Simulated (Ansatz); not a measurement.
`OBS` + H• → `O[B]S`• + H₂  (hydrogen abstraction from a B–H bond)

Gas-phase electronic energies from Ansatz, PBE0-D4/def2-TZVP geometries. CCSD(T)/CBS adds triple-zeta CCSD(T) − MP2 to the extrapolated MP2 energy (def2 sets, frozen cores). This one scheme is used for every species, atoms too. Functionals use def2-TZVPP. B3LYP here is the variant with VWN-RPA as its local correlation; programs differ in this. No spin–orbit coupling; open shells (•) take unrestricted orbitals. Each species was taken in one conformer, which may not be the lowest.

```
             level  ΔE (kJ/mol)  difference from CCSD(T)/CBS
            PBE-D4         -2.0                         -3.2
         r2SCAN-D4        -13.5                        -14.7
           PBE0-D4          2.9                          1.7
          B3LYP-D4         -8.6                         -9.8
           ωB97X-V          8.7                          7.5
           ωB97M-V          8.7                          7.5
            B2PLYP         -0.8                         -2.0
               PBE         -2.6                         -3.8
            r2SCAN        -13.7                        -14.9
              PBE0          2.5                          1.3
             B3LYP         -9.5                        -10.7
     HF/def2-TZVPP         16.1                         14.9
    MP2/def2-TZVPP         14.0                         12.8
SCS-MP2/def2-TZVPP          9.5                          8.3
   CCSD/def2-TZVPP          1.0                         -0.2
CCSD(T)/def2-TZVPP          2.0                          0.8
     HF/def2-QZVPP         15.4                         14.2
    MP2/def2-QZVPP         13.2                         12.0
SCS-MP2/def2-QZVPP          8.8                          7.6
      HF/CBS(def2)         15.3                         14.1
     MP2/CBS(def2)         13.1                         11.9
    CCSD/CBS(def2)          0.1                         -1.1
       CCSD(T)/CBS          1.2                            0
```

Largest T1 diagnostic among the species: 0.016.

From PBE to PBE0 (25 % exact exchange), in def2-TZVPP and without D4, ΔE moves by +5.0 kJ/mol.
